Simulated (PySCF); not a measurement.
```xyz
2

N     0.0000    0.0000    0.1299
H     0.0000    0.0000   -0.9095
```

Basis set: cc-pVTZ (spherical functions). Left uncorrelated: 1 orbital. Charge 0, multiplicity 1.

Starred EOM-CCSD(T)(a) on the restricted Hartree–Fock determinant with PySCF 2.14.0; the energies are vertical.

(1) The solver was asked for the few lowest roots only. Give the ionization energies of singlet NH among them whose weight of singles is over 0.7.

Answers

(1)

| root | energy (eV) | weight of singles |
| --- | --- | --- |
| 1 | 11.38 | 0.96 |
| 2 | 14.87 | 0.96 |

Higher main lines weren't sought. Caution: the closed shell is not the ground state.
